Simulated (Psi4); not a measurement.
**Si2H4 (SMILES [SiH][SiH3]): USVWN5/def2-TZVP**

What is the vertical triplet–singlet gap of Si2H4 at USVWN5/def2-TZVP? 

The results are computed with Psi4 1.11.

2 further runs of the same task are left out: 2 set aside as unsound or not needed.

## (1) The molecule

Si2H4: 6 atoms, total charge 0, spin state triplet. As SMILES, `[SiH][SiH3]`. Geometry: relaxed at GFN2-xTB.

Bond lengths: Si1–Si2 2.254 Å, Si1–H3 1.473 Å, Si2–H4 1.467 Å, Si2–H5 1.474 Å, Si2–H6 1.474 Å. Angles: Si1–Si2–H4 105.5°, Si1–Si2–H5 115.5°, Si1–Si2–H6 115.4°, Si2–Si1–H3 128.8°, H4–Si2–H5 107.9°, H4–Si2–H6 107.9°, H5–Si2–H6 104.3°.

## (2) Energy and gradient at USVWN5/def2-TZVP

Input file h4si2.dat:

```
memory 1600 mb

molecule geom {
  0 3
  Si     0.322720    -1.575880     0.287350
  Si    -0.300130     0.523270    -0.245660
  H      1.427930    -2.017820     1.155760
  H     -1.456530     0.376070    -1.136010
  H      0.714920     1.325330    -0.951090
  H     -0.708920     1.369020     0.889660
  symmetry c1
}

set globals {
  basis def2-TZVP
  reference uks
  puream true
  e_convergence 1e-09
  d_convergence 1e-08
  scf_type pk
  dft_radial_points 99
  dft_spherical_points 590
  maxiter 200
}

e, wfn = gradient('scf', dft_functional={"name": "SVWN5", "x_functionals": {"LDA_X": {}}, "c_functionals": {"LDA_C_VWN": {}}}, return_wfn=True)
```

Started as:

```bash
$ psi4 -n 1 h4si2.dat h4si2.out
```

h4si2.out:

```text
[...]
  Running in c1 symmetry.
[...]
  Nuclear repulsion =   76.540044270488778
[...]
  Multiplicity = 3
[...]
  Nalpha       = 17
  Nbeta        = 15
[...]
    Number of basis functions: 98
[...]
   @UKS iter   1:  -578.79997810617783   -1.83589e-01   5.52959e-03 ADIIS/DIIS
[...]
   @UKS iter  12:  -578.94347346496966   -6.82121e-13   4.17945e-09 DIIS
[...]
   @S^2 Observed:                2.002749524E+00
[...]
    Orbital Energies [Eh]
    ---------------------
    Alpha Occupied:
       1A    -65.133287     2A    -65.110494     3A     -5.040100
       4A     -5.021288     5A     -3.482720     6A     -3.482162
       7A     -3.476969     8A     -3.461631     9A     -3.460167
      10A     -3.460111    11A     -0.524867    12A     -0.448092
      13A     -0.330749    14A     -0.320127    15A     -0.306159
      16A     -0.213960    17A     -0.177754
    Alpha Virtual:
      18A     -0.041008    19A     -0.015282    20A     -0.000095
      21A      0.010732    22A      0.033379    23A      0.095328
      24A      0.098798    25A      0.106743    26A      0.118682
[...]
  @UKS Final Energy:  -578.94347346496966
   => Energetics <=
    Nuclear Repulsion Energy =             76.5400442704887780
    One-Electron Energy =                -956.8182562347617477
    Two-Electron Energy =                 342.1862790513349637
    DFT Exchange-Correlation Energy =     -40.8515405520316577
    Empirical Dispersion Energy =           0.0000000000000000
    VV10 Nonlocal Energy =                  0.0000000000000000
    Total Energy =                       -578.9434734649696566
[...]
 Multipole Moments:
 ------------------------------------------------------------------------------------
     Multipole            Electronic (a.u.)      Nuclear  (a.u.)        Total (a.u.)
 ------------------------------------------------------------------------------------
 L = 1.  Multiply by 2.5417464519 to convert [e a0] to [Debye]
 Dipole X            :          0.1005980           -0.0592217            0.0413763
 Dipole Y            :         -2.7464091            2.7590956            0.0126865
 Dipole Z            :          0.1407325           -0.1092692            0.0314633
 Magnitude           :                                                    0.0535059
[...]
  -Total Gradient:
     Atom            X                  Y                   Z
    ------   -----------------  -----------------  -----------------
       1        0.006131756633     0.006122780262     0.004625581466
       2       -0.001760157022    -0.004196408537    -0.001311775388
       3       -0.007618890753     0.000885975541    -0.005932162169
       4        0.007990550398     0.002120388734     0.006151349408
       5       -0.008147294584    -0.002284110491     0.005708535440
       6        0.003404127360    -0.002648714830    -0.009241462922
[...]
```

Run time: 19 s. Hardware: 1 thread of Intel Xeon Platinum 8375C at 2.90GHz (Ice Lake), shared host; peak memory 0.61 GiB.

## (3) The singlet: a single-point energy at SVWN5/def2-TZVP

Input file job.inp:

```
memory 1600 mb

molecule m {
  0 1
  Si
  Si 1 r2
  H 1 r3 2 a3
  H 2 r4 1 a4 3 d4
  H 2 r5 4 a5 1 d5
  H 2 r6 4 a6 5 d6

  r2 = 2.253547
  r3 = 1.47341
  a3 = 128.76405
  r4 = 1.466851
  a4 = 105.54401
  d4 = -179.87473
  r5 = 1.473519
  a5 = 107.88487
  d5 = 123.95889
  r6 = 1.473551
  a6 = 107.85144
  d6 = 112.16006
  units angstrom
  symmetry c1
  no_reorient
  no_com
}

set {
  basis def2-TZVP
  puream true
  e_convergence 1e-09
  d_convergence 1e-08
  scf_type pk
  dft_radial_points 99
  dft_spherical_points 590
}

energy_value, wavefunction = energy('scf', dft_functional={"name": "SVWN5", "x_functionals": {"LDA_X": {}}, "c_functionals": {"LDA_C_VWN": {}}}, return_wfn=True)
oeprop(wavefunction, 'MULLIKEN_CHARGES', 'MAYER_INDICES', 'DIPOLE')
print_variables()
```

Started as:

```bash
$ psi4 job.inp job.out -n 1
```

job.out:

```text
[...]
  Running in c1 symmetry.
[...]
  Nuclear repulsion =   76.540036721920984
[...]
  Multiplicity = 1
[...]
  Nalpha       = 16
  Nbeta        = 16
[...]
    Number of basis functions: 98
[...]
   @RKS iter   1:  -578.79903037721931   -1.82641e-01   5.53569e-03 DIIS/ADIIS
[...]
   @RKS iter  12:  -578.93967336824653   -2.39879e-11   4.69796e-09 DIIS
[...]
    Orbital Energies [Eh]
    ---------------------
    Doubly Occupied:
       1A    -65.134472     2A    -65.102294     3A     -5.039302
       4A     -5.014860     5A     -3.487711     6A     -3.476206
       7A     -3.473179     8A     -3.454591     9A     -3.454358
      10A     -3.453243    11A     -0.519577    12A     -0.438620
      13A     -0.327077    14A     -0.321030    15A     -0.300569
      16A     -0.176039
[...]
  @RKS Final Energy:  -578.93967336824653
   => Energetics <=
    Nuclear Repulsion Energy =             76.5400367219209841
    One-Electron Energy =                -956.8675359231365292
    Two-Electron Energy =                 342.2297088686854067
    DFT Exchange-Correlation Energy =     -40.8418830357163998
    Empirical Dispersion Energy =           0.0000000000000000
    VV10 Nonlocal Energy =                  0.0000000000000000
    Total Energy =                       -578.9396733682465310
[...]
 Multipole Moments:
 ------------------------------------------------------------------------------------
     Multipole            Electronic (a.u.)      Nuclear  (a.u.)        Total (a.u.)
 ------------------------------------------------------------------------------------
 L = 1.  Multiply by 2.5417464519 to convert [e a0] to [Debye]
 Dipole X            :         -0.0020572            0.0013765           -0.0006807
 Dipole Y            :         -0.5895647            0.8967015            0.3071368
 Dipole Z            :         -2.4632777            2.6122748            0.1489972
 Magnitude           :                                                    0.3413702
[...]
  Mulliken Charges: (a.u.)
   Center  Symbol    Alpha    Beta     Spin     Total
       1    SI     7.01105  7.01105  0.00000 -0.02210
       2    SI     7.02867  7.02867  0.00000 -0.05734
       3     H     0.48799  0.48799  0.00000  0.02402
       4     H     0.48866  0.48866  0.00000  0.02268
       5     H     0.49180  0.49180  0.00000  0.01640
       6     H     0.49183  0.49183  0.00000  0.01633
   Total alpha = 16.00000, Total beta = 16.00000, Total charge = -0.00000
  Mayer Bond Indices:
[...]
```

It took 9.9 s on 1 thread of Intel Xeon Platinum 8375C at 2.90GHz (Ice Lake), shared host; peak memory 0.61 GiB.

## (4) What came out

At USVWN5/def2-TZVP:

| quantity | value |
| --- | --- |
| triplet: total energy | -578.94347 Eh |
| triplet: dipole moment | 0.14 D |
| triplet: HOMO energy (highest over α and β) | -4.84 eV |
| triplet: LUMO energy (lowest over α and β) | -4.35 eV |
| triplet: ⟨S²⟩ | 2.003 |
| triplet: largest force on an atom | 0.530 eV/Å |
| singlet: total energy | -578.93967 Eh |
| singlet: dipole moment | 0.87 D |
| singlet: HOMO energy | -4.79 eV |
| singlet: LUMO energy | -4.53 eV |
| singlet: HOMO–LUMO gap | 0.26 eV |
| vertical energy of the singlet above the triplet | 0.103 eV |

**Reading.** At this shape the singlet lies 0.10 eV (10.0 kJ/mol) above the triplet. The largest force (triplet) is 0.53 eV/Å: the shape isn't a stationary point for this species at this level.
